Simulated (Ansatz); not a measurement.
**C3H3F3: a ladder of functionals and wavefunction methods**

How much do the methods differ for C3H3F3? The plan is to run it at one geometry with functionals of several rungs and with coupled cluster. The yardstick is the atomisation energy at the CCSD(T) limit.

The runs use Ansatz 0.2.0, Gaussian basis; functionals in def2-TZVPP, the program's frozen cores in correlated methods.

Levels to be run: PBE-D4, r2SCAN-D4, PBE0-D4, B3LYP-D4, ωB97X-V, ωB97M-V, B2PLYP; CCSD(T)/def2-TZVPP; MP2/def2-QZVPP; extrapolation to the limit.

### Step 1. The relaxed structure

An earlier PBE0-D4 in a triple-zeta def2 set relaxation fixed the geometry.

9 atoms, charge 0, spin multiplicity 1.

Atoms are counted from 1 here; the program's logs count them from 0.

Bond lengths: F1–C2 1.389 Å, C2–C3 1.482 Å, C2–H7 1.092 Å, C2–H8 1.094 Å, C3–C4 1.319 Å, C3–H9 1.082 Å, C4–F5 1.312 Å, C4–F6 1.310 Å. Angles: F1–C2–C3 110.4°, F1–C2–H7 107.9°, F1–C2–H8 106.9°, C3–C2–H7 111.5°, C3–C2–H8 110.9°, H7–C2–H8 109.1°, C2–C3–C4 123.0°, C2–C3–H9 119.9°, C4–C3–H9 117.2°, C3–C4–F5 125.6°, C3–C4–F6 124.6°, F5–C4–F6 109.8°.

Coordinates:

```mol
C3H3F3
  3D, bonds by distance, orders not assigned

  9  8  0  0  0  0  0  0  0  0999 V2000
   -0.5618   -2.0396    0.3064 F   0  0
   -0.1077   -0.8190    0.7889 C   0  0
    0.4727   -0.0126   -0.3106 C   0  0
   -0.0867    1.0935   -0.7628 C   0  0
   -1.1939    1.6300   -0.3073 F   0  0
    0.3975    1.8309   -1.7318 F   0  0
   -0.9517   -0.3083    1.2564 H   0  0
    0.6446   -1.0394    1.5513 H   0  0
    1.3869   -0.3355   -0.7905 H   0  0
  1  2  8  0
  2  3  8  0
  3  4  8  0
  4  5  8  0
  4  6  8  0
  2  7  8  0
  2  8  8  0
  3  9  8  0
M  END
```

### Step 2. PBE-D4 (GGA)

in.yaml reads:

```yaml
crystal:
  periodic: [false, false, false]
  atoms:
    - {symbol: F, position_ang: [-0.561785, -2.039636, 0.306400]}
    - {symbol: C, position_ang: [-0.107748, -0.819006, 0.788865]}
    - {symbol: C, position_ang: [0.472715, -0.012608, -0.310568]}
    - {symbol: C, position_ang: [-0.086700, 1.093495, -0.762781]}
    - {symbol: F, position_ang: [-1.193898, 1.630004, -0.307319]}
    - {symbol: F, position_ang: [0.397498, 1.830897, -1.731846]}
    - {symbol: H, position_ang: [-0.951667, -0.308311, 1.256442]}
    - {symbol: H, position_ang: [0.644635, -1.039364, 1.551338]}
    - {symbol: H, position_ang: [1.386948, -0.335471, -0.790519]}
basis:
  gaussian: {orbitals: def2-TZVPP}
hamiltonian: {xc: pbe, dispersion: d4}
output: {forces: true, orbitals: {seedname: orbitals}}
```

Started as:

```sh
$ ansatz run in.yaml --threads 2 --pin off --events-out ev --progress --plain --max-ram 22528MiB --backend cpu
```

Further steps of the session: r2SCAN-D4 (meta-GGA); PBE0-D4 (hybrid); B3LYP-D4 (hybrid); ωB97X-V (range-separated); ωB97M-V (range-separated); B2PLYP (double hybrid); CCSD(T) in def2-TZVPP; MP2 in def2-QZVPP.

Before running them: what should the planned runs give, taken together? Wanted: atomisation energy, CCSD(T)/CBS; farthest; mean size of error, hybrid; mean size of error, range-separated; gap, smallest and largest; T1 diagnostic; triples share of the correlation energy.

As calculated:

```
                               quantity                                 value
        atomisation energy, CCSD(T)/CBS                             38.410 eV
    functionals within 0.192 eV (0.5 %)                     B3LYP-D4, ωB97X-V
                               farthest                    PBE-D4 (+1.808 eV)
             mean size of error, hybrid                              0.254 eV
    mean size of error, range-separated                              0.203 eV
              gap, smallest and largest  5.60 eV (PBE-D4), 12.65 eV (ωB97X-V)
                          T1 diagnostic                                0.0120
triples share of the correlation energy                                 3.4 %
```

PBE-D4 is off by +1.808 eV. Double hybrids carry the basis error of their MP2 part in triple zeta, and no dispersion term here, so their miss is partly the set-up's. Misses under about 0.192 eV are within the doubt on the reference itself, which lacks core-valence correlation, relativity and higher excitations. Hartree-Fock recovers 70 % of the binding; the rest is correlation. The gap grows from 5.6 to 12.6 eV across the functionals, mostly with the share of exact exchange.
